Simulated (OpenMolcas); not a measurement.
# BH3 (borane): levels of theory compared

Wanted: a comparison of 3 runs (HF/6-31G, SVWN5/6-31G, r2SCAN/6-31G) of BH3 (borane). 

Program for the calculation: OpenMolcas 26.06.

1 further run of the same task is left out (set aside as unsound or not needed).

**1. The structure to begin with**

BH3 has 4 atoms, charge 0, and is taken as a singlet. SMILES: `B`. The B1–H3 distance was set to 1.492 Å, away from the relaxed value.

Bond lengths: B1–H2 1.193 Å, B1–H4 1.193 Å. Angles: H2–B1–H4 120.0°. A long bond or contact: B1–H3 1.492 Å.

**2. The energy at HF/6-31G (run 1)**

Contents of job.input:

```
* BH3 Hartree-Fock
>>> EXPORT MOLCAS_PRINT=2

&GATEWAY
 BasLib = $CurrDir
 Coord
 4
 bohr
 B      0.16333470     0.51798716    -0.03236345
 H      1.99315650     1.26783049     1.05215037
 H     -0.52194236    -2.21438107     0.08125822
 H     -1.11846653     1.95417901    -1.20739515
 Basis = 6-31G
 Group = NoSym

&SEWARD

&SCF
 Thresholds = 1e-10 1e-07 1e-07 1e-05
 PrOrbitals = 1 1
```

The basis set 6-31G is read from a file made from the Basis Set Exchange's data (not shown).

Started as:

```console
$ export MOLCAS_MEM=1860
$ pymolcas job.input > job.log
```

The log of the run:

```text
--- Start Module: gateway ---
[...]
--- Stop Module: gateway /rc=_RC_ALL_IS_WELL_ ---
--- Start Module: seward ---
[...]
      Basis functions           15
--- Stop Module: seward /rc=_RC_ALL_IS_WELL_ ---
--- Start Module: scf ---
[...]
       Convergence after   9 Iterations
[...]
::    Total SCF energy                                -26.3488669614
[...]
      Total spin, S                                     0.0000000000
[...]
      Total electronic charge=    8.000000
      Total            charge=   -0.000000
[...]
      Dipole Moment (debye):
      Origin of the operator (angstrom)=    0.0812    0.2533   -0.0162
                   X=  1.2444E-01               Y=  4.9587E-01               Z= -2.0798E-02           Total=  5.1167E-01
      Quadrupole Moment (debye*angstrom):
[...]
--- Stop Module: scf /rc=_RC_ALL_IS_WELL_ ---
[...]
```

It took 1.5 s on 1 thread of Intel Xeon Platinum 8488C (Sapphire Rapids), shared host; peak memory 0.37 GiB.

**3. A single-point energy at SVWN5/6-31G (run 2)**

Contents of job.inp:

```
* BH3 Kohn-Sham DFT
&GATEWAY
BasLib=$CurrDir
Coord
4
bohr
B      0.16333470     0.51798716    -0.03236345
H      1.99315650     1.26783049     1.05215037
H     -0.52194236    -2.21438107     0.08125822
H     -1.11846653     1.95417901    -1.20739515
Basis=6-31G
Group=NoSym
&SEWARD
GridInput
Grid=UltraFine
End of Grid
&SCF
KSDFT=SVWN5
Thresholds=1e-10 1e-07 1e-07 1e-05
PrOrbitals=1 1
```

The basis set 6-31G is read from a file made from the Basis Set Exchange's data (not shown).

Started as:

```console
$ export MOLCAS_MEM=1860
$ pymolcas job.inp > job.log
```

The log of the run:

```text
--- Start Module: gateway ---
[...]
--- Stop Module: gateway /rc=_RC_ALL_IS_WELL_ ---
--- Start Module: seward ---
[...]
      Basis functions           15
--- Stop Module: seward /rc=_RC_ALL_IS_WELL_ ---
--- Start Module: scf ---
[...]
       Convergence after   9 Iterations
[...]
::    Total KS-DFT energy                             -26.2337101600
[...]
      Total spin, S                                     0.0000000000
[...]
      Total electronic charge=    8.000000
      Total            charge=   -0.000000
[...]
      Dipole Moment (debye):
      Origin of the operator (angstrom)=    0.0812    0.2533   -0.0162
                   X=  9.2558E-02               Y=  3.6887E-01               Z= -1.5461E-02           Total=  3.8062E-01
      Quadrupole Moment (debye*angstrom):
[...]
--- Stop Module: scf /rc=_RC_ALL_IS_WELL_ ---
[...]
```

It took 2.4 s on 1 thread of Intel Xeon Platinum 8488C (Sapphire Rapids), shared host; peak memory 0.37 GiB.

**4. A single-point energy at r2SCAN/6-31G (run 3)**

Contents of job.inp:

```
&gateway
 baslib
 $CurrDir
 coord
 4
 bohr
 B      0.16333470     0.51798716    -0.03236345
 H      1.99315650     1.26783049     1.05215037
 H     -0.52194236    -2.21438107     0.08125822
 H     -1.11846653     1.95417901    -1.20739515
 basis
 6-31G
 group
 NoSym

&seward
 gridinput
 Grid=UltraFine
 End of Grid

&scf
 ksdft
 2
 1.0 MGGA_X_R2SCAN
 1.0 MGGA_C_R2SCAN
 thresholds
 1e-10 1e-07 1e-07 1e-05
 prorbitals
 1 1
```

The basis set 6-31G is read from a file made from the Basis Set Exchange's data (not shown).

Started as:

```console
$ export MOLCAS_MEM=1860
$ pymolcas job.inp > job.log
```

The log of the run:

```text
--- Start Module: gateway ---
[...]
--- Stop Module: gateway /rc=_RC_ALL_IS_WELL_ ---
--- Start Module: seward ---
[...]
      Basis functions           15
--- Stop Module: seward /rc=_RC_ALL_IS_WELL_ ---
--- Start Module: scf ---
[...]
       Convergence after   9 Iterations
[...]
::    Total KS-DFT energy                             -26.5437662086
[...]
      Total spin, S                                     0.0000000000
[...]
      Total electronic charge=    8.000000
      Total            charge=   -0.000000
[...]
      Dipole Moment (debye):
      Origin of the operator (angstrom)=    0.0812    0.2533   -0.0162
                   X=  1.0835E-01               Y=  4.3181E-01               Z= -1.8100E-02           Total=  4.4557E-01
      Quadrupole Moment (debye*angstrom):
[...]
--- Stop Module: scf /rc=_RC_ALL_IS_WELL_ ---
[...]
```

It took 3.6 s on 1 thread of Intel Xeon Platinum 8488C (Sapphire Rapids), shared host; peak memory 0.37 GiB.

**5. All runs side by side**

| run | level | integration grid | energy (Eh) | dipole moment (D) | HOMO energy (eV) | LUMO energy (eV) | wall time |
| --- | --- | --- | --- | --- | --- | --- | --- |
| 1 | HF/6-31G | – | -26.348867 | 0.51 | -12.22 | 2.14 | 1.5 s |
| 2 | SVWN5/6-31G | UltraFine | -26.233710 | 0.38 | -7.64 | -3.16 | 2.4 s |
| 3 | r2SCAN/6-31G | UltraFine | -26.543766 | 0.45 | -8.05 | -2.48 | 3.6 s |

**6. Results**

| quantity | value |
| --- | --- |
| run 3: total energy | -26.54377 Eh |
| run 3: dipole moment | 0.45 D |
| run 3: HOMO energy | -8.05 eV |
| run 3: LUMO energy | -2.48 eV |
| run 3: HOMO–LUMO gap | 5.57 eV |

**Reading.** The dipole moment (its size) runs from 0.38 D (SVWN5/6-31G) to 0.51 D (HF/6-31G). The HOMO–LUMO gap runs from 4.48 eV (SVWN5/6-31G) to 14.36 eV (HF/6-31G). Exact exchange widens orbital gaps. Totals of different functionals can't be ranked against each other. All runs together took 7.5 s, the longest 3.6 s.
